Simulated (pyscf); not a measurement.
Cl–Si•(Cl)–Cl + ammonia (NH₃) -> trichlorosilane (Cl–SiH(Cl)–Cl) + amino radical (NH₂•) (hydrogen abstraction; doublet surface; H–N broken, H–Si formed). Single points on ωB97X-D3(BJ)/def2-SVP structures (PySCF, gas phase). Rate constants from transition-state theory, ωB97M-D3(BJ)/def2-TZVP energies (ideal gas, 1 atm, RRHO with modes under 100 cm⁻¹ raised to 100, one conformer, R ln 2 for chiral ones without a mode under 150 cm⁻¹; no tunnelling), k in cm³ molecule⁻¹ s⁻¹.

| T (K) | 1000/T | log10 k |
|---|---|---|
| 298 | 3.354 | -26.23 |
| 600 | 1.667 | ? |
| 900 | 1.111 | -16.43 |
| 1200 | 0.833 | -14.97 |

Problem. Fit an Arrhenius line to the three values, give the activation energy, and predict k at 600 K.

Solution. Least squares gives log10 k = -11.39 − 4.43 × 1000/T, so Ea = 4.43 × ln 10 × 1.987 = 20.3 kcal/mol, against an electronic barrier of 21.3. At 600 K the line gives -18.77; the computed value is -19.06 (ΔG‡ = 35.9 kcal/mol), a factor 1.9 under the line, since the plot is curved. This is the saddle that the search found; another between the same sides may lie lower. The angle at the transferred H is 148°.
